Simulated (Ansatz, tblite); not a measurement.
Removing an electron: B2C⁻ (the lowest doublet isomer of a short search). Total charge -1; doublet. Geometry: PBE0-D4/def2-TZVPD. Ansatz, gas phase; energy differences of separate SCF runs; the oxidised species is a triplet (the singlet lies 0.07 eV higher at PBE0-D4/def2-TZVPD).

Cartesian coordinates in Å:
```
B -0.545 0.508 -0.587
B 0.610 -0.718 -0.109
C -0.065 0.210 0.697
```

The xTB rows come from tblite. The order of the spin states hangs on the level: the singlet lies 0.33 eV below the triplet at PBE-D4/def2-TZVPD, but 0.10 eV above it at r2SCAN-D4/def2-TZVPD. The singlet is doubtful at r2SCAN-D4/def2-TZVPD (restricted singlet with a triplet 0.10 eV lower at the same geometry). The structure comes from a short search, and lower isomers may exist.

| level | −HOMO (eV) | vertical IE (eV) | −LUMO (eV) | HOMO–LUMO gap (eV) | remarks |
| --- | --- | --- | --- | --- | --- |
| GFN1-xTB | – | 5.64 | – | – | – |
| GFN2-xTB | – | 2.41 | – | – | – |
| PBE-D4/def2-TZVPD | -0.05 | 2.62 | -1.83 | 1.78 | HOMO above zero (-1 doublet) |
| r2SCAN-D4/def2-TZVPD | -0.03 | 2.39 | -2.13 | 2.11 | HOMO above zero (-1 doublet) |
| PBE0-D4/def2-TZVPD | 0.70 | 2.49 | -2.61 | 3.31 | – |

  A HOMO above zero means that the electron is unbound at that level or that self-interaction error raises the level; the energy of removing that electron tells which. HOMO and LUMO are the levels of the spin that leaves or enters (xTB has no such levels and no spin-polarisation term). Other spin states of the ions may lie lower, which would lower the ionisation energy or raise the affinity. Raw xTB energy differences between charge states are shifted by several eV; the methods need an empirical correction for them.
